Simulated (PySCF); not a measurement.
## Working out the ionisation energy of C

C [He] 2s2 2p2 (3P) → C⁺ [He] 2s2 2p1 (2P). Computed with PySCF 2.14 in aug-cc-pwCVDZ, with the non-relativistic Hamiltonian (point nucleus). Frozen: nothing. Energies in hartree (1 hartree = 27.21139 eV):

```json
{"part": "UHF", "C (lower)": "-37.687797", "C⁺ (upper)": "-37.290765"}
{"part": "MP2 opposite-spin", "C (lower)": "-0.071334", "C⁺ (upper)": "-0.066682"}
{"part": "MP2 same-spin", "C (lower)": "-0.012775", "C⁺ (upper)": "-0.004814"}
```

What does Hartree-Fock give?

(-37.290765) − (-37.687797) = 0.397032 hartree = 10.804 eV.

What do MP2 and SCS-MP2 (6/5 opposite-spin, 1/3 same-spin) give?

The opposite-spin parts differ by 0.127 eV and the same-spin parts by 0.217 eV. MP2: 10.804 + (0.127) + (0.217) = 11.148 eV. SCS-MP2: 10.804 + 1.2 × (0.127) + (0.217)/3 = 11.029 eV.

Measured between the centres of the two terms (NIST): 11.262 eV, so MP2 (valence and next inner shell) is off by -0.114 eV.

A double-zeta basis recovers only part of the correlation energy.

What remains against the reference includes basis incompleteness and correlation beyond second order.
